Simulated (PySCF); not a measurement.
## Spin–spin coupling constants

Geometry:
| atom | x (Å) | y (Å) | z (Å) |
| --- | --- | --- | --- |
| N1 | -0.689 | -0.158 | 0.249 |
| N2 | 0.699 | 0.164 | 0.219 |
| H3 | -1.202 | 0.701 | 0.424 |
| H4 | -1.026 | -0.560 | -0.628 |
| H5 | 1.219 | -0.691 | 0.392 |
| H6 | 1.001 | 0.545 | -0.679 |

Couplings: B3LYP/pcJ-1 in PySCF 2.14.0 with density-fitted response routines, geometry GFN2-xTB; gas phase, one conformer, non-relativistic. Couplings are averaged over pairs made equivalent by symmetry, fast rotation or ring inversion, so a value needn't be that of the named pair in this geometry, while other rotamers aren't included; one pair stands for each set, and the list holds those of at least 0.8 Hz over up to four bonds.

Isotopes: ¹⁵N, ¹H.

```json
{"pair": "N1, N2", "bonds": "1", "J (Hz)": "?"}
{"pair": "N1, H3", "bonds": "1", "J (Hz)": "-68.5"}
{"pair": "N1, H5", "bonds": "2", "J (Hz)": "-2.1"}
{"pair": "H3, H4", "bonds": "2", "J (Hz)": "?"}
{"pair": "H3, H5", "bonds": "3", "J (Hz)": "4.4"}
```

Problem. Estimate the withheld couplings, with signs.

Solution. 
- ¹J(N1,N2) = -8.7 Hz (bond length 1.425 Å)
- ²J(H3,H4) = -3.2 Hz
